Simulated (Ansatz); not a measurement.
## Cohesive energy of rutile MnF2 at several levels of theory

No measured value is used here.

```csv
level (code),value (eV/atom),cell (Å³/atom)
LDA (Ansatz),5.18,12.17
PBE (Ansatz),4.41,13.49
PBEsol (Ansatz),4.67,12.85
r²SCAN (Ansatz),4.56,13.00
HSE06 (Ansatz),4.28,13.25
```

Spin-polarised runs: LDA (opposed moments), PBE (opposed moments), PBEsol (opposed moments), r²SCAN (opposed moments), HSE06 (opposed moments). HSE06: the free atom's electronic state is in doubt. Each level is taken at its own relaxed cell. Cutoffs and k meshes differ between the levels. Ansatz's density-functional and Hartree–Fock values are scalar-relativistic unless marked +SOC, with PAW data made under PBE.

Ansatz is a quantum-chemistry and plane-wave program.
